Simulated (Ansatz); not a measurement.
Zinc-blende BeSe was calculated with PBE (Ansatz, an electronic-structure program, plane waves, PAW).

Numerical settings: plane-wave cutoff 520 eV, 12×12×12 k mesh, Fermi–Dirac smearing 0.01 eV, scalar-relativistic PAW data made under PBE.

Pressure at four volumes; x = ln(V/17.349 Å³). One pressure is withheld.

```tsv
V (Å³/atom)	x	P (GPa)
16.308	-0.0619	?
16.655	-0.0408	3.33
17.349	0.0000	0.01
18.390	0.0583	-3.90
```

### Question
Pass a parabola P(x) through the three rows shown, estimate the bulk modulus and its pressure derivative near zero pressure, and predict the withheld pressure.

### Answer
Slopes between the rows: (0.01 − (3.33))/(0.0000 − (-0.0408)) = -81.37 and (-3.90 − (0.01))/(0.0583 − (0.0000)) = -67.07 GPa. Their difference over the span 0.0991 is c = 14.30/0.0991 = 144.3 GPa, so P(x) = 3.33 + (-81.37)(x − (-0.0408)) + 144.3 (x − (-0.0408))(x − (0.0000)). At the middle row B = −dP/dx = −[-81.37 + 144.3 × 0.0408] = 75.5 GPa, and B′ = dB/dP = 2c/B = 3.8. At x = -0.0619 the parabola gives 5.24 GPa; the run gives 5.25 GPa. The Birch–Murnaghan fit to the energies at all volumes has B0 = 75.1 GPa and B′ = 3.9.

Measured, for comparison: bulk modulus 92.2 GPa (temperature not stated, not corrected to a static lattice; as tabulated in Inakpenu et al., APS March Meeting 2017, C27.9). Computed less measured: bulk modulus -19 %.
